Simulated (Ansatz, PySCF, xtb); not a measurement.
Bonds broken one at a time in the series B SH-H. All species are isolated molecules in the gas phase. One relaxed conformer stands for each flexible species; it need not be the lowest. Strings in code marks are SMILES.

Quantity: homolytic bond dissociation enthalpy at 298 K (no spin–orbit term), in kcal/mol. Thermal and zero-point terms are GFN2-xTB rigid-rotor harmonic values (xtb).

Level 1: BP86/6-31G* // PBE0-D4/def2-TZVP (PySCF)
Level 2: PBE/6-31G* // PBE0-D4/def2-TZVP (PySCF)
Level 3: HF/STO-3G // PBE0-D4/def2-TZVP (PySCF)
Level 4: HF/cc-pVTZ // PBE0-D4/def2-TZVP (Ansatz, a program for electronic structure)

```json
[
 {"species": "S–B bond of `SBS` (H–S–B–S torsion 0°, S–B–S–H torsion 0°), giving `[BH]S` (H–B–S–H torsion 0°) and `[SH]`", "level 1": "104.6", "level 2": "106.9", "level 3": "103.7", "level 4": "75.5"},
 {"species": "S–B bond of `SB(S)S`, giving `S[B]S` (H–S–B–S torsion 180°, S–B–S–H torsion -180°) and `[SH]`", "level 1": "95.8", "level 2": "98.1", "level 3": "94.9", "level 4": "69.4"},
 {"species": "B–S bond of `BS` (H–B–S–H torsion 180°), giving `[BH2]` and `[SH]`", "level 1": "114.4", "level 2": "116.7", "level 3": "109.9", "level 4": "81.1"}
]
```
